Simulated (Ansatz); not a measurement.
**AlC+ (singlet): wave-function methods side by side, cc-pVTZ**

The task here is to estimate one member of a computed series from the others.

Computed with Ansatz 0.2.0, Gaussian basis. Level: cc-pVTZ, core rule «outside noble gas», up to 6 orbitals frozen.

To be run: UHF; CCSD(T) on RHF; CCSD(T) on UHF; BCCD(T) on RHF; CISD; CCSDT(Q) on RHF; CCSDT(Q) on UHF; CASSCF and MRCISD+Q, 6 electrons in 8 orbitals; CASSCF and NEVPT2, 6 electrons in 8 orbitals.

13 further runs of the same task are left out: 5 that didn't finish, 8 set aside as unsound or not needed.

### What is computed

The geometry is a PBE0/def2-TZVP stationary point (not a proven minimum) of the parent state, kept for this charge and spin.

2 atoms, charge 1, spin multiplicity 1.

Atoms are counted from 1 here; the program's logs count them from 0.

Bond lengths: Al1–C2 1.956 Å.

Set-up of the first run:

in.yaml reads:

```yaml
crystal:
  periodic: [false, false, false]
  atoms:
    - {symbol: Al, position_ang: [0.000000, 0.000000, 0.000000]}
    - {symbol: C, position_ang: [0.000000, 0.000000, 1.955903]}
basis:
  gaussian: {orbitals: cc-pVTZ}
total_charge: 1
magnetization: {spin_polarized: true, initial_magnetization: 0}
hamiltonian: {xc: hf}
output: {orbitals: {seedname: orbitals}}
```

Launch:

```
$ ansatz run in.yaml --threads 1 --pin off --events-out ev --progress --plain --max-ram 2393MiB
```

Steps of the session up to this table: UHF; CCSD(T) on RHF; CCSD(T) on UHF; BCCD(T) on RHF; CISD; CCSDT(Q) on RHF; CCSDT(Q) on UHF; CASSCF and MRCISD+Q, 6 electrons in 8 orbitals; CASSCF and NEVPT2, 6 electrons in 8 orbitals.

One table of the session follows, with a row left open; its other results are not shown here.

```
          method  from RCCSDT(Q) (meV)
             RHF               +5853.1
            RMP2               +1754.1
            UMP2                +855.8
            CISD               +1166.0
           RCCSD                +653.2
           UCCSD                -276.0
        RCCSD(T)                +281.2
        UCCSD(T)                -686.9
         BCCD(T)                +294.6
          RCCSDT                +128.2
          UCCSDT               -1081.5
       RCCSDT(Q)                     0
       UCCSDT(Q)               -1208.3
  CASSCF valence               +2477.2
  NEVPT2 valence                +474.0
  MRCISD valence                     ?
MRCISD+Q valence                  +4.5
```

Estimate the missing values for MRCISD valence.

**Answer.** from RCCSDT(Q) (meV): +110.3. In the column «from RCCSDT(Q) (meV)» it lies between MRCISD+Q valence (+4.5) and RCCSDT (+128.2).

Among the levels timed on like hardware and quicker than the yardstick, those that no quicker one beats, quickest first: CISD (1.5 s, +1166.0 meV); NEVPT2 valence (3.5 s, +474.0 meV); BCCD(T) (4 s, +294.6 meV); MRCISD+Q valence (4.7 s, +4.5 meV).

Left out of the table: UHF (another determinant or state than the rows shown).

To keep in mind: The determinant is far from a pure spin state, so its energy mixes those of several spin states (harmless only where they are near-degenerate, as at dissociation). The report flags that the cluster equations may have other roots. The program flags RCCSD(T), UCCSD(T), BCCD(T), RCCSDT(Q), UCCSDT(Q) as in doubt, so the zero of the table is itself unsure. Warnings: restricted reference is unstable; spin contamination; coupled cluster took another determinant than the lowest; large T1 diagnostic. Restricted and unrestricted rows rest on different reference determinants; where their highest levels disagree by more than a few hundredths of an eV, they describe different states and don't form one ladder. Warnings in the runs' records: large difference, other roots.
